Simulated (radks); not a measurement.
**Ionisation of F³⁺: one atom, several choices of functional**

How much does the choice of functional matter for taking an electron from F³⁺? Both F³⁺ ([He] 2s2 2p2) and F⁴⁺ ([He] 2s2 2p1) are run for each choice.

Method: non-relativistic Kohn-Sham, spin-polarised, spherical densities, point nucleus; open shells are filled with parallel spins first. Code: radks (a radial shooting solver on a logarithmic mesh, Libxc functionals) version 1.

2 further runs of the same task are left out: 2 that didn't finish.

## Step 1: Starting point

| Property | Result |
| --- | --- |
| element | fluorine (Z = 9) |
| charge | +3 |
| electrons | 6 |
| configuration | [He] 2s2 2p2 |
| ion | F⁴⁺, [He] 2s2 2p1 |
| choices | exchange-only B88; r2SCAN; Wu-Cohen GGA; LDA (Slater exchange, VWN5 correlation); TPSS |

Outer shells as boxes (Hund's rule):

F³⁺
```
[He] core
2s [↑↓]
2p [↑ ][↑ ][  ]
```

F⁴⁺
```
[He] core
2s [↑↓]
2p [↑ ][  ][  ]
```

## Step 2: exchange-only B88: F³⁺

Settings of this run:

```text
Z 9
configuration [He] 2s2 2p2
relativity non-relativistic
functional b88,
spin polarised
nucleus point
```

## Step 3: exchange-only B88: F⁴⁺

Settings of this run:

```text
Z 9
configuration [He] 2s2 2p1
relativity non-relativistic
functional b88,
spin polarised
nucleus point
```

## Step 4: r2SCAN: F³⁺

Settings of this run:

```text
Z 9
configuration [He] 2s2 2p2
relativity non-relativistic
functional r2scan,r2scan
spin polarised
nucleus point
```

## Step 5: r2SCAN: F⁴⁺

Settings of this run:

```text
Z 9
configuration [He] 2s2 2p1
relativity non-relativistic
functional r2scan,r2scan
spin polarised
nucleus point
```

## Step 6: Wu-Cohen GGA: F³⁺

Settings of this run:

```text
Z 9
configuration [He] 2s2 2p2
relativity non-relativistic
functional wc,pbe
spin polarised
nucleus point
```

## Step 7: Wu-Cohen GGA: F⁴⁺

Settings of this run:

```text
Z 9
configuration [He] 2s2 2p1
relativity non-relativistic
functional wc,pbe
spin polarised
nucleus point
```

## Step 8: LDA (Slater exchange, VWN5 correlation): F³⁺

Settings of this run:

```text
Z 9
configuration [He] 2s2 2p2
relativity non-relativistic
functional lda,vwn5
spin polarised
nucleus point
```

## Step 9: LDA (Slater exchange, VWN5 correlation): F⁴⁺

Settings of this run:

```text
Z 9
configuration [He] 2s2 2p1
relativity non-relativistic
functional lda,vwn5
spin polarised
nucleus point
```

## Step 10: TPSS: F³⁺

Settings of this run:

```text
Z 9
configuration [He] 2s2 2p2
relativity non-relativistic
functional tpss,tpss
spin polarised
nucleus point
```

## Step 11: TPSS: F⁴⁺

Settings of this run:

```text
Z 9
configuration [He] 2s2 2p1
relativity non-relativistic
functional tpss,tpss
spin polarised
nucleus point
```

Before running it: what results should come out? Wanted: for each run, functional; E(F³⁺); Δ-SCF; −ε(HOMO); <r> HOMO; error.

As calculated:

| functional | E(F³⁺) (hartree) | Δ-SCF (eV) | −ε(HOMO) (eV) | <r> HOMO (bohr) | error (eV) |
| --- | --- | --- | --- | --- | --- |
| exchange-only B88 | -95.29992 | 87.078 | 74.361 | 0.8181 | -0.10 |
| r2SCAN | -95.43947 | 88.326 | 75.945 | 0.8181 | +1.15 |
| Wu-Cohen GGA | -95.26808 | 87.851 | 75.119 | 0.8180 | +0.68 |
| LDA (Slater exchange, VWN5 correlation) | -94.83737 | 87.857 | 75.123 | 0.8179 | +0.68 |
| TPSS | -95.50451 | 87.979 | 75.342 | 0.8192 | +0.80 |

The NIST Atomic Spectra Database lists 87.18 eV (semi-empirical). The smallest miss is that of exchange-only B88 (-0.10 eV), the largest that of r2SCAN (+1.15 eV). The ionisation energies span 1.25 eV, the total energies of F³⁺ 18.2 eV: most of the change in the total cancels in the difference. Open shells are spherical and high-spin; term and fine-structure splittings are not resolved.
